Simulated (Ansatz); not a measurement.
# CH₃Al (singlet): from Hartree-Fock to the top rungs, cc-pVTZ

The task here is to estimate one member of a computed series from the others.

Program: Ansatz 0.2.0, Gaussian basis. Level of theory: cc-pVTZ, core rule «outside noble gas», up to 6 orbitals frozen. These are calculated values, not measurements.

To be run: UHF; CCSD(T) on RHF; CCSD(T) on UHF; BCCD(T) on RHF; CCSDT(Q) on RHF; CCSDT(Q) on UHF; CASSCF and NEVPT2, 10 electrons in 11 orbitals.

5 further runs of the same task are left out: 1 for a known fault of the program, 4 set aside as unsound or not needed.

**What is computed**

The geometry is a PBE0/def2-TZVP stationary point (not a proven minimum).

5 atoms, charge 0, spin multiplicity 1.

Atoms are counted from 1 here; the program's logs count them from 0.

Bond lengths: Al1–C2 1.845 Å, Al1–H3 1.583 Å, Al1–H4 1.583 Å, C2–H5 1.084 Å. Angles: C2–Al1–H3 115.2°, C2–Al1–H4 115.2°, H3–Al1–H4 129.7°, Al1–C2–H5 180.0°.

Set-up of the first run:

Input file in.yaml:

```yaml
crystal:
  periodic: [false, false, false]
  atoms:
    - {symbol: Al, position_ang: [0.000000, 0.000000, 0.565388]}
    - {symbol: C, position_ang: [0.000000, 0.000000, -1.279659]}
    - {symbol: H, position_ang: [0.000000, 1.432477, 1.238502]}
    - {symbol: H, position_ang: [0.000000, -1.432476, 1.238502]}
    - {symbol: H, position_ang: [0.000000, 0.000000, -2.363348]}
basis:
  gaussian: {orbitals: cc-pVTZ}
magnetization: {spin_polarized: true, initial_magnetization: 0}
hamiltonian: {xc: hf}
output: {orbitals: {seedname: orbitals}}
```

On the command line:

```sh
> ansatz run in.yaml --threads 1 --pin off --events-out ev --progress --plain --max-ram 2816MiB --backend cpu
```

Among the steps run: UHF; CCSD(T) on RHF; CCSD(T) on UHF; BCCD(T) on RHF; CCSDT(Q) on RHF; CCSDT(Q) on UHF; CASSCF and NEVPT2, 10 electrons in 11 orbitals.

One table of the session follows, with a row left open; its other results are not shown here.

It belongs to the step «Misses and costs». 

```
        method  from RCCSDT(Q) (kJ/mol)
           RHF                   +684.6
           UHF                   +588.6
          RMP2                   +132.2
          UMP2                    +84.5
         RCCSD                    +30.7
         UCCSD                    -18.5
      RCCSD(T)                     +7.8
      UCCSD(T)                    -41.4
       BCCD(T)                     +7.7
        RCCSDT                     +2.0
        UCCSDT                    -68.3
     RCCSDT(Q)                        0
     UCCSDT(Q)                    -76.1
CASSCF valence                        ?
NEVPT2 valence                   +119.9
```

**Question.** Estimate the row for CASSCF valence.

**Answer.** from RCCSDT(Q) (kJ/mol): +406.0. In the column «from RCCSDT(Q) (kJ/mol)» it lies between RMP2 (+132.2) and UHF (+588.6).

The program flags UCCSD(T), UCCSDT(Q) as in doubt (see the logs), so those rows may rest on another solution; read them beside their warnings.

Limits of these values: The determinant is far from a pure spin state, so its energy mixes those of several spin states (harmless only where they are near-degenerate, as at dissociation). The program flags UCCSD(T), UCCSDT(Q) as in doubt, so those rows may rest on another solution; read them beside their warnings. Warnings: restricted reference is unstable; spin contamination. Restricted and unrestricted rows rest on different reference determinants; where their highest levels disagree by more than a few hundredths of an eV, they describe different states and don't form one ladder.
